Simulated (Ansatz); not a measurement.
Born–Oppenheimer molecular dynamics of H$_{3}$OSi (5 atoms, charge -1, multiplicity 1). It starts at the highest image of a converged band. Of that band: Neighbouring images differ by up to 1.2 eV, so the band resolves the path poorly. A vibrational analysis at the climbing image gives one clearly imaginary mode, 1338i cm⁻¹: a first-order saddle point.

The calculation used UKS PBE/6-31G* in Ansatz 0.2.0.

| Quantity | Value |
| --- | --- |
| ensemble | NVE (velocity Verlet) |
| time step | 0.5 fs |
| steps asked | 200 |
| starting velocities drawn for | 100 K |
| seed | 11882 |

First frame:

```xyz
5
Properties=species:S:1:pos:R:3
O -1.435 0.173 0.153
Si 0.223 -0.040 -0.097
H -0.871 -0.123 -1.195
H 0.925 -1.145 0.771
H 1.158 1.135 0.366
```

Task: How far do the bonds stretch over the last three quarters of this one trajectory? (Pairs bonded in most of those frames.)

Result: 
```
  bond  mean (Å)  spread (Å)  shortest  longest
O1–Si2     1.884       0.113      1.68     2.01
 O1–H3     1.032       0.107      0.85     1.20
Si2–H4     1.614       0.062      1.50     1.77
Si2–H5     1.602       0.047      1.52     1.68
```

Pairs bonded in part of these frames only: Si2–H3 7 %.

Mean temperature of the second half: 2123 K. The conserved energy stayed within 2.7 meV per atom of its start (net change -2.1 meV per atom), so the integration is sound. The kinetic energy rose, since the run started high on the potential surface and went downhill. A run of 0.1 ps of so small a system gives no equilibrium averages. The orbitals were unrestricted but ended closed-shell. Limits of this set-up: an anion without diffuse functions.

Run time: 6.6 min on 1 thread of Intel(R) Xeon(R) Processor @ 2.50GHz (Skylake/Cascade Lake), with other jobs on the host, peak memory 0.1 GiB.
